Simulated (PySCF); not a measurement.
# PO(OH)₂: from structure and modes to constants

Level of theory: UPBE0 in PySCF with P def2-TZVP, O def2-TZVP, H def2-TZVP; no relativity; density-fitted integrals.

The doublet minimum has Cs symmetry. Masses (u): P 30.97376, O 15.99492, H 1.00782.

```xyz
6
charge 0 multiplicity 2, angstrom
P    -0.0635   -0.2867    0.1232
O     0.0544    0.2457    1.4912
O     1.2044   -0.1175   -0.8422
O    -1.1414    0.4020   -0.8422
H     2.0263   -0.2595   -0.3586
H    -1.9464    0.6202   -0.3586
```

Harmonic wavenumbers (cm⁻¹): 123.8 (a'', ×1), 263.3 (a', ×1), 361.3 (a'', ×1), 399.0 (a', ×1), 477.3 (a', ×1), 854.2 (a', ×1), 875.7 (a'', ×1), 1008.6 (a', ×1), 1012.1 (a'', ×1), 1269.3 (a', ×1), 3853.0 (a'', ×1), 3853.9 (a', ×1).

Task: Find the principal moments of inertia and the rotational constants. What kind of rotor is it?

Result: About the centre of mass I = 58.931, 63.42, 113.51 u Å². With B = 16.8576/I this gives 0.2861, 0.2658, 0.1485 cm⁻¹. The molecule is an asymmetric top with κ = 0.71.

Task: Find the vibrational entropy and heat capacity at 298.15 K.

Result: With u = 1.43878 ω/T, each mode gives S = R[u/(eᵘ−1) − ln(1−e⁻ᵘ)] and C = R u² eᵘ/(eᵘ−1)².
```
ω (cm⁻¹)       u  S (J/(mol K))  C (J/(mol K))
   123.8   0.597          12.72           8.07
   263.3   1.271           6.86           7.28
   361.3   1.744           4.67           6.49
   399.0   1.926           4.04           6.16
   477.3   2.303           3.00           5.44
   854.2   4.122           0.70           2.37
   875.7   4.226           0.64           2.23
  1008.6   4.867           0.38           1.54
  1012.1   4.884           0.37           1.52
  1269.3   6.125           0.13           0.69
  3853.0  18.593           0.00           0.00
  3853.9  18.598           0.00           0.00
```
The sums over all modes are S = 33.5 and C = 41.8 J/(mol K); the softest mode gives 38 % of the entropy.

This need not be the most stable arrangement of these atoms.
